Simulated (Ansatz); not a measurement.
Predict the output of the script below (the Ansatz DFT code, driven from Python).

The script, `run_cas.py`:
```python
import warnings

import ansatz as az

BASIS = 'def2-SVP'


def main() -> None:
    warnings.simplefilter('ignore', az.DeckWarning)

    geometry_ang = [
        ('F', (-2.2066, -0.1141, 0.2218)),
        ('Si', (-0.7884, -0.2559, -0.5954)),
        ('Al', (0.9574, 0.0778, 0.9126)),
        ('H', (-0.6262, -1.5973, -1.1632)),
        ('H', (-0.6889, 0.7301, -1.6952)),
        ('H', (0.9298, 1.3983, 1.842)),
        ('H', (2.4842, -0.307, 0.4317)),
    ]
    geometry = az.Crystal.molecule()
    for symbol, xyz in geometry_ang:
        geometry = geometry.atom(symbol, xyz)

    setup = (
        geometry.calculation()
        .basis(gaussian=BASIS)
        .correlation(active_electrons=4, active_orbitals=5)
    )
    for method in ['sc_nevpt2']:
        data = (setup if method is None else setup.correlation(method)).run(threads=1).report
        space = data['configurations']
        state = space['states'][0]
        print(method or 'casscf', f'total {data["free_energy_ev"] / 27.211386246:.6f} Ha, active-space state {state["energy"]["hartree"]:.6f} Ha, mean field {data["reference_energy_ev"] / 27.211386246:.6f} Ha')
        print('  determinants', state['n_determinants'], ' natural occupations', [round(n, 3) for n in space['natural_occupations']])


if __name__ == '__main__':
    main()
```

```console
$ python run_cas.py
RunWarning: the results are in doubt because another end's mean lies 0.645 eV lower, and its corrected mean 0.315 eV higher
sc_nevpt2 total -632.728191 Ha, active-space state -632.408907 Ha, mean field -632.378512 Ha
  determinants 100  natural occupations [1.976, 1.964, 0.029, 0.021, 0.01]
```
(Warnings from the package without file and line.)

Notes:
- The settings weren't tested for convergence.
- The geometry is a force-field or estimated start, not a minimum of this method, and the basis set is short of its limit. The active space starts as a window about the frontier orbitals and is then optimised, not chosen by chemistry.
- A lower CASSCF solution was found and passed over, so the printed active-space state isn't the lowest.
- The script silences the warnings on its input, which a real study should read.
- Timing: 18 s on 1 thread of Arm Neoverse V1, on a shared host, peak memory 0.2 GiB.

(Lines on the test bed's own set-up are left out of the output.)
